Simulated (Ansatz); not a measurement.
# H3O: the cost of one run

Method: RKS B3LYP-D4/def2-SVP, in Ansatz 0.2.0.

## (1) Starting point

Bond lengths: O1–H2 0.983 Å, O1–H3 0.983 Å, O1–H4 0.984 Å. Angles: H2–O1–H3 112.0°, H2–O1–H4 112.0°, H3–O1–H4 112.0°.

As a file:

```xyz
4

O     0.1961   -0.0610   -0.0569
H     0.2142    0.9194    0.0165
H    -0.4134   -0.3666   -0.7657
H     0.0031   -0.4918    0.8061
```

## (2) Relaxing the start

The input, input.yaml:

```yaml
crystal:
  periodic: [false, false, false]
  atoms:
    - { symbol: O, position_ang: [0.19605, -0.06102, -0.0569] }
    - { symbol: H, position_ang: [0.21423, 0.91944, 0.01647] }
    - { symbol: H, position_ang: [-0.41341, -0.36662, -0.76568] }
    - { symbol: H, position_ang: [0.00313, -0.4918, 0.80612] }
total_charge: 1
basis:
  gaussian: { orbitals: def2-SVP }
hamiltonian:
  xc: b3lyp
  dispersion: d4
relax:
  f_tol: 0.02
  max_steps: 40
scf:
  lower_state_search: "off"
output:
  orbitals: {}
```

Launch:

```
> ansatz run input.yaml --threads 1 --pin off --max-ram 2048MiB --backend cpu --events-out ev --progress --plain --runs-dir out
```

What time and memory should one allow on 1 thread of Arm Neoverse V1, shared host?

About 1.1 s, with a peak of 0.079 GiB.
